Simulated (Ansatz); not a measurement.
A structure relaxed at r2SCAN-D4/def2-TZVP in Ansatz, charge 0, singlet:

```csv
atom,x (Å),y (Å),z (Å)
Mg1,-1.3209,-0.3521,0.2669
Mg2,1.3214,0.3504,-0.2641
H3,2.9317,0.7821,-0.5947
H4,0.1499,-1.0622,-0.6607
H5,-2.9354,-0.7776,0.5843
H6,-0.1467,1.0593,0.6684
```

Q: Give its formula and point group.

A: the cluster Mg2H4. Point group D2h (tolerance 0.1 Å).

Q: Summarise the bond lengths by kind (pairs closer than 1.2 times the sum of covalent radii, bridged metal pairs left out).

A: 6 × H–Mg 1.70 to 1.88 Å.

The structure comes from a short search, and lower isomers may exist.
